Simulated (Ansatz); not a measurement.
For fcc Ag, r²SCAN+rVV10 in Ansatz (PAW) gives:

* **equilibrium lattice constant a**: 4.076 Å
* **bulk modulus B0**: 113 GPa
* **cohesive energy**: 3.17 eV/atom

### Question
What does r²SCANh in Ansatz (PAW) give for the same quantities?

### Answer

- lattice constant a: 4.108 Å (rises by 0.8 %)
- bulk modulus: 97.7 GPa (decreases by 14 %)
- cohesive energy: 2.75 eV/atom (decreases by 0.42 eV/atom)

For comparison: lattice constant a 4.062 Å (measured, static lattice: zero-point anharmonic expansion removed, our sources range from 4.056 to 4.063; as tabulated in Mejia-Rodriguez and Trickey (2018), arXiv:1807.09216); bulk modulus 110 GPa (measured, corrected for temperature and zero-point phonon effects, our sources range from 104 to 111; as tabulated in Levämäki et al. (2014), arXiv:1402.3671); cohesive energy 2.97 ± 0.008 eV/atom (measured, from 0 K enthalpies of formation; zero-point vibration energy (9/8 kB θD) added; as tabulated in Csonka et al. (2009), arXiv:0903.4037).

Changes are worked out from the printed values.

Unless a cell is named, each level is at its own relaxed cell (r²SCAN+rVV10 16.93, r²SCANh 17.34 Å³/atom).

Ansatz's density-functional and Hartree–Fock values are scalar-relativistic unless marked +SOC, with PAW data made under PBE.

Ansatz is a quantum-chemistry and plane-wave program.
